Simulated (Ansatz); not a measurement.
`FCC=C=S` → `FC=C=S` + `[CH2]` (triplet) at 298.15 K and 1 bar (formal loss of a carbene).

Isolated molecules relaxed with PBE0-D4/def2-TZVP in Ansatz; ΔE leaves out vibrations. CCSD(T)/CBS is the MP2 limit (def2-TZVPP, def2-QZVPP) plus CCSD(T) − MP2 in def2-TZVPP, frozen cores. This one scheme is used for every species. Triplets are unrestricted, without spin–orbit coupling. One conformer a species, not always the lowest.

```tsv
species	CCSD(T)/CBS energy (Eh)	H − E (kJ/mol)	S (J/(mol·K))
`FCC=C=S`	-613.46600	153.7	316.8
`FC=C=S`	-574.18681	74.9	282.9
`[CH2]` (triplet)	-39.09499	55.4	195.3
```

H − E and S are ideal-gas, rigid-rotor, harmonic terms from PBE0-D4/def2-TZVP, for one conformer and one mirror image of each species, with the whole ground term of open shells counted as degenerate. 1 Eh = 2625.50 kJ/mol, R = 8.31446 J/(mol·K).

Q: By hand: ΔE, ΔH, ΔS and ΔG.

A: ΔE = (-574.18681) + (-39.09499) − (-613.46600) = 0.18420 Eh = 483.6 kJ/mol. Δ(H − E) = 74.9 + 55.4 − 153.7 = -23.4, so ΔH = 460.2 kJ/mol. ΔS = 282.9 + 195.3 − 316.8 = 161.4 J/(mol·K). ΔG = 460.2 − 298.15 × (161.4)/1000 = 412.1 kJ/mol.

Q: By hand: the equilibrium constant, and the temperature at which ΔG would vanish if ΔH and ΔS stayed fixed.

A: log₁₀ K = −ΔG/(RT ln 10) = -72.2. ΔG = 0 at ΔH/ΔS = 2851 K, far beyond where these terms or the molecules hold.

The number of gas molecules changes by +1, which sets the sign of ΔS. A doubt of 5 kJ/mol in ΔE shifts log₁₀ K by 0.9 here. Other conformers and mirror images would add mixing entropy, several J/(mol·K) or more a flexible species. A triplet takes part, so the spin changes. These are equilibria of isolated gas molecules and say nothing of rates. Largest T1 diagnostic: 0.016 (customary marks: 0.02 for closed shells, 0.045 for open ones).
